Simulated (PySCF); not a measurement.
# Silicon: a sound run and one with changed settings

Sound run: Si [Ne] 3s2 3p2, Si⁺ [Ne] 3s2 3p1. All numbers are calculated (PySCF 2.14, scalar relativity by spin-free X2C-1e, in cc-pVDZ-DK (4s3p1d, 18 functions)). The sound run starts from symmetry-adapted Hartree-Fock orbitals and uses a fine grid where one is needed.

Changed run: radial step 0.3 in ln r (0.13 in the sound run). This setting is unsound on purpose.

```tsv
species	method	sound run (hartree)	changed run (hartree)	converged
Si	UHF	-289.45207	-289.45207	yes
Si	M06-L	-289.95596	-289.94938	yes
Si	PBE0	-289.85486	-289.85550	yes
Si⁺	UHF	-289.17161	-289.17161	yes
Si⁺	M06-L	-289.65729	-289.65448	yes
Si⁺	PBE0	-289.55318	-289.55364	yes
```

Ionisation energy of Si:

```tsv
method	sound run (eV)	changed run (eV)
UHF	7.632	7.632
M06-L	8.127	8.025
PBE0	8.209	8.214
```

A coarse radial grid mis-integrates the density and the exchange-correlation energy, with errors of either sign; Hartree-Fock needs no grid.

For comparison, NIST gives 8.152 eV between the lowest levels.
